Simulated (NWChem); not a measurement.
# carbon disulfide (CS2); SMILES S=C=S

All runs: NWChem. Geometry: optimised at PBE0/def2-SVP.

Predict the results for CAM-B3LYP/def2-TZVPD. Quantities: highest occupied level (eV); orbital gap (eV).


- highest occupied level (eV): -9.00
- orbital gap (eV): 7.96
